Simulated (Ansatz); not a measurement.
# BH7NP: a reaction path by the nudged elastic band

What path joins these two structures, and how high does it climb? Both ends were relaxed at PBE0-D4 in triple zeta.

Computed with Ansatz 0.2.0, Gaussian basis. Level: PBE0-D4/def2-SVP.

24 further runs of the same task are left out: 2 that didn't finish, 22 set aside as unsound or not needed.

### 1 Starting geometry

The first end: 10 atoms, charge 0, spin multiplicity 1.

Atoms are counted from 1 here; the program's logs count them from 0.

Bond lengths: B1–N2 1.388 Å, B1–H3 1.196 Å, B1–H4 1.196 Å, N2–H7 1.006 Å, N2–H8 1.006 Å, H5–P6 1.419 Å, P6–H9 1.419 Å, P6–H10 1.422 Å. Angles: N2–B1–H3 119.0°, N2–B1–H4 119.0°, H3–B1–H4 122.1°, B1–N2–H7 123.2°, B1–N2–H8 123.2°, H7–N2–H8 113.5°, H5–P6–H9 93.3°, H5–P6–H10 93.3°, H9–P6–H10 93.3°.

Coordinates:

```mol
BH7NP
  3D, bonds by distance, orders not assigned

 10  8  0  0  0  0  0  0  0  0999 V2000
    0.5157   -1.0745    1.1272 B   0  0
    1.3353    0.0214    0.8961 N   0  0
    0.6790   -2.0669    0.4790 H   0  0
   -0.3219   -1.0024    1.9783 H   0  0
   -1.3165    1.5618   -0.5887 H   0  0
   -1.5122    0.3168   -1.2402 P   0  0
    2.0690    0.0259    0.2081 H   0  0
    1.2640    0.8814    1.4128 H   0  0
   -0.3496    0.4598   -2.0406 H   0  0
   -2.3630    0.8767   -2.2319 H   0  0
  1  2  8  0
  1  3  8  0
  1  4  8  0
  2  7  8  0
  2  8  8  0
  5  6  8  0
  6  9  8  0
  6 10  8  0
M  END
```

The second end:

```mol
BH7NP
  3D, bonds by distance, orders not assigned

 10  9  0  0  0  0  0  0  0  0999 V2000
   -0.2160   -0.4421    0.3307 B   0  0
    1.0735    0.5204    0.6363 N   0  0
    0.2351   -1.5555    0.2065 H   0  0
   -0.9353   -0.3124    1.2945 H   0  0
    0.7820    1.4929    0.6975 H   0  0
   -1.0846    0.3428   -1.2562 P   0  0
    1.7681    0.4572   -0.1023 H   0  0
    1.5199    0.2600    1.5105 H   0  0
   -0.7525   -0.5999   -2.2638 H   0  0
   -2.3903   -0.1634   -1.0537 H   0  0
  1  2  8  0
  1  3  8  0
  1  4  8  0
  1  6  8  0
  2  5  8  0
  2  7  8  0
  2  8  8  0
  6  9  8  0
  6 10  8  0
M  END
```

### 2 The band at PBE0-D4/def2-SVP

neb/in.yaml

```yaml
crystal:
  periodic: [false, false, false]
  atoms:
    - {symbol: B, position_ang: [0.515743, -1.074536, 1.127161]}
    - {symbol: N, position_ang: [1.335292, 0.021394, 0.896082]}
    - {symbol: H, position_ang: [0.679020, -2.066867, 0.479023]}
    - {symbol: H, position_ang: [-0.321858, -1.002352, 1.978330]}
    - {symbol: H, position_ang: [-1.316523, 1.561836, -0.588703]}
    - {symbol: P, position_ang: [-1.512228, 0.316763, -1.240164]}
    - {symbol: H, position_ang: [2.068977, 0.025944, 0.208081]}
    - {symbol: H, position_ang: [1.264024, 0.881396, 1.412836]}
    - {symbol: H, position_ang: [-0.349592, 0.459758, -2.040634]}
    - {symbol: H, position_ang: [-2.362956, 0.876665, -2.231913]}
basis:
  gaussian: {orbitals: def2-SVP}
hamiltonian: {xc: pbe0, dispersion: d4}
neb:
  images: 5
  climbing: true
  max_iterations: 40
  initial_path: idpp
  final_atoms:
    - {symbol: B, position_ang: [-0.215951, -0.442059, 0.330729]}
    - {symbol: N, position_ang: [1.073487, 0.520441, 0.636280]}
    - {symbol: H, position_ang: [0.235052, -1.555494, 0.206545]}
    - {symbol: H, position_ang: [-0.935309, -0.312431, 1.294542]}
    - {symbol: H, position_ang: [0.781954, 1.492898, 0.697478]}
    - {symbol: P, position_ang: [-1.084601, 0.342820, -1.256185]}
    - {symbol: H, position_ang: [1.768148, 0.457200, -0.102292]}
    - {symbol: H, position_ang: [1.519903, 0.259962, 1.510505]}
    - {symbol: H, position_ang: [-0.752492, -0.599893, -2.263803]}
    - {symbol: H, position_ang: [-2.390288, -0.163444, -1.053699]}
```

The run is started by

```console
ansatz run in.yaml --threads 2 --pin off --events-out ev --progress --plain --max-ram 4352MiB
```

Before running it: what results should come out? Wanted: from earlier runs: barrier over the separately found saddle, CCSD(T)/def2-TZVPP.

The runs gave:

```
                                                                       quantity                                                 value
                                                PBE0-D4/def2-SVP, 16 iterations  highest 120.3 kJ/mol (image 3), last end -9.6 kJ/mol
from earlier runs: barrier over the separately found saddle, CCSD(T)/def2-TZVPP                                          161.3 kJ/mol
```

The highest image lies 120.3 kJ/mol above the first end, and it climbed, so it estimates the saddle. The ends are not quite minima at this level (largest force component 0.27 eV/Å), so the heights are unreliable: relaxing the first end would lower it and raise the barrier above it. The highest image is 41.0 kJ/mol below the CCSD(T) barrier in triple zeta, which comes from separate runs on the saddle.
